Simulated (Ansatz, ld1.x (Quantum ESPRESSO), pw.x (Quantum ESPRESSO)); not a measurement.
lead (Pb): does the PAW potential hold in the solid?

| Property | Result |
| --- | --- |
| Element | Pb (Z = 82) |
| Generator | ld1.x (Quantum ESPRESSO) 7.5 |
| Type | PAW |
| Functional | PBEsol |
| Relativity | scalar-relativistic |
| Frozen core | [Xe] 4f14 5d10 |
| Valence charge | 4 |
| Reference configuration | 6s2 6p2 |
| Partial waves | 6s (bound): rcut 1.90, rcutus 2.00 bohr; 6s channel at 0.8 Ry: rcut 1.90, rcutus 2.00 bohr; 6p (bound): rcut 1.75, rcutus 2.30 bohr; 6p channel at 4.6 Ry: rcut 1.75, rcutus 2.30 bohr; 6d channel at -0.15 Ry: rcut 1.65, rcutus 2.10 bohr |
| Local potential | all-electron potential smoothed inside 1.85 bohr (lloc = -1) |
| Core correction | a·sin(br)/r model core inside 2.05 bohr |
| Augmentation charge | PSQ, inside the norm-conserving radii |

Atomic tests: cutoffs needed: 8 Ry and 12 Ry (the cutoffs (Ry, on a coarse ladder) from which the occupation-weighted sum of valence levels, in a spherical-Bessel basis at the reference potential, stays within 10 and 1 mRy of its value at 400 Ry); ghost test: ghost state, extra bound levels that the all-electron valence spectrum of the same l lacks: d at -18.1 eV; a true bound ghost makes a file unfit for plane-wave use (spherical-Bessel basis up to 400 Ry, 20 bohr box); configuration tests: test run stopped at test 5 of 7 (negative rho).

Crystal test: fcc Pb in pw.x 7.5, no spin, 12³ k-points, Fermi–Dirac smearing 0.01 Ry, cutoffs 40/320 Ry. The reference is all-electron LAPW (Ansatz 0.2.0) with the same functional, mesh and smearing; V0 and B0 come from Birch–Murnaghan fits to the pressures at five volumes. Errors are pseudo minus all-electron; Δ is the rms difference of the E(V) curves that follow from these fits, minima aligned, over ±6 % about the mean V0. Mesh and smearing are coarse, so the numbers serve the comparison and aren't converged zero-temperature values; the lattice is a test structure that the element need not adopt.

All-electron: a0 = 4.942 Å (V0 = 30.17 Å³/atom), B0 = 46.5 GPa.

Problem. How far does the potential miss the all-electron equation of state?

Solution. mean pressure error (GPa): -30.07. The pressure does not cross zero within the volumes sampled, so no fit is given. This is a poor potential for the solid. The pseudo pressure rises with volume over the whole range, a mechanical instability. Note: ghost state, extra bound levels that the all-electron valence spectrum of the same l lacks: d at -18.1 eV. A true bound ghost makes a file unfit for plane-wave use. Atomic configuration tests: test run stopped at test 5 of 7 (negative rho).

```json
{"V (Å³/atom)": "28.583", "P all-electron (GPa)": "2.86", "P pseudo (GPa)": "-33.22"}
{"V (Å³/atom)": "29.335", "P all-electron (GPa)": "1.40", "P pseudo (GPa)": "-31.39"}
{"V (Å³/atom)": "30.087", "P all-electron (GPa)": "0.13", "P pseudo (GPa)": "-29.67"}
{"V (Å³/atom)": "30.839", "P all-electron (GPa)": "-0.97", "P pseudo (GPa)": "-28.05"}
{"V (Å³/atom)": "31.591", "P all-electron (GPa)": "-1.92", "P pseudo (GPa)": "-26.54"}
```

Problem. At the middle volume, how do free energy and pressure move when the wave cutoff is lowered (ecutrho held at 320 Ry)?

Solution.

```tsv
cutoff (Ry)	shift of F (meV/atom)	shift of P (GPa)
18	+12420.8	-69.92
24	+5524.2	-101.01
32	+366.9	-21.38
```

Input at the middle volume:

```
&control
  calculation='scf', prefix='x', pseudo_dir='./', outdir='./tmp', tstress=.true., disk_io='none'
/
&system
  ibrav=0, nat=1, ntyp=1, ecutwfc=40, ecutrho=320, nbnd=9,
  occupations='smearing', smearing='fd', degauss=0.01
/
&electrons
  conv_thr=1e-09, mixing_beta=0.4, electron_maxstep=70
/
ATOMIC_SPECIES
Pb 1.0 Pb.UPF
CELL_PARAMETERS angstrom
  0.00000000 2.46859378 2.46859378
  2.46859378 0.00000000 2.46859378
  2.46859378 2.46859378 0.00000000
ATOMIC_POSITIONS crystal
Pb 0.0000 0.0000 0.0000
K_POINTS automatic
12 12 12 0 0 0
```

```bash
pw.x < Pb.scf.in > Pb.scf.out
```

Lines of the output:

```
Message from routine setup:
     using ibrav=0 with symmetry is DISCOURAGED, use correct ibrav instead
     lattice parameter (alat)  =       6.5973  a.u.
     unit-cell volume          =     203.0371 (a.u.)^3
     number of electrons       =         4.00
     number of Kohn-Sham states=            9
     kinetic-energy cutoff     =      40.0000  Ry
     charge density cutoff     =     320.0000  Ry
     scf convergence threshold =      1.0E-09
     Exchange-correlation= SLA  PW   PSX  PSC
     number of k points=    72  Fermi-Dirac smearing, width (Ry)=  0.0100
     iteration #  1     ecut=    40.00 Ry     beta= 0.40
     total energy              =    -766.81374626 Ry
     estimated scf accuracy    <       3.36088293 Ry
     iteration #  2     ecut=    40.00 Ry     beta= 0.40
     total energy              =    -767.23634136 Ry
     estimated scf accuracy    <       0.01872787 Ry
     iteration #  3     ecut=    40.00 Ry     beta= 0.40
     total energy              =    -767.24077516 Ry
     estimated scf accuracy    <       0.00200542 Ry
     iteration #  4     ecut=    40.00 Ry     beta= 0.40
     total energy              =    -767.24120453 Ry
     estimated scf accuracy    <       0.00045557 Ry
     iteration #  5     ecut=    40.00 Ry     beta= 0.40
     total energy              =    -767.24129911 Ry
     estimated scf accuracy    <       0.00000887 Ry
     iteration #  6     ecut=    40.00 Ry     beta= 0.40
     total energy              =    -767.24131430 Ry
     estimated scf accuracy    <       0.00002206 Ry
     iteration #  7     ecut=    40.00 Ry     beta= 0.40
     total energy              =    -767.24131674 Ry
     estimated scf accuracy    <       0.00000036 Ry
     iteration #  8     ecut=    40.00 Ry     beta= 0.40
     total energy              =    -767.24131678 Ry
     estimated scf accuracy    <       0.00000005 Ry
     iteration #  9     ecut=    40.00 Ry     beta= 0.40
     total energy              =    -767.24131678 Ry
     estimated scf accuracy    <          4.4E-09 Ry
     iteration # 10     ecut=    40.00 Ry     beta= 0.40
     the Fermi energy is     0.1708 ev
!    total energy              =    -767.24131678 Ry
     estimated scf accuracy    <          6.6E-10 Ry
     smearing contrib. (-TS)   =      -0.02376431 Ry
     The total energy is F=E-TS. E is the sum of the following terms:
     one-electron contribution =       3.07094710 Ry
     hartree contribution      =       1.05317910 Ry
     xc contribution           =      -7.69960218 Ry
     ewald contribution        =      -7.86262866 Ry
     one-center paw contrib.   =    -755.77944783 Ry
     convergence has been achieved in  10 iterations
          total   stress  (Ry/bohr**3)                   (kbar)     P=     -296.70
     Message from routine punch:
     Nothing written, as per user request (disk_io='none')
```

The run at the middle volume (72 k-points, 10 iterations) took about 11 s on one core of a shared host (Neoverse-V2, 96 threads, 742 GiB, load 46).
